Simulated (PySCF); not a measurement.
CCl4. Atoms are numbered in the order given.

```xyz
5

Cl     1.0311     1.0311    -1.0311
C      0.0000     0.0000     0.0000
Cl    -1.0311     1.0311     1.0311
Cl    -1.0311    -1.0311    -1.0311
Cl     1.0311    -1.0311     1.0311
```
Charge 0, spin multiplicity 1.

Coordinates come from a B3LYP-D3(BJ)/def2-SVP optimisation.

Level of theory: B3LYP-D3(BJ)/def2-SVP run with PySCF.

Frequencies are harmonic and unscaled.

Modes within 1.5 cm⁻¹ of each other (mostly degenerate sets) share a row, with their intensities summed.

| mode | ν (cm⁻¹) | IR (km/mol) | moving atoms (share of kinetic energy) |
|---|---|---|---|
| 1–2 | 214 | 0.0 | Cl 100 % |
| 3–5 | 313 | 0.1 | Cl 96 % |
| 6 | 455 | 0.0 | Cl 100 % |
| 7–9 | 759 | 556.9 | C 88 %, Cl 12 % |
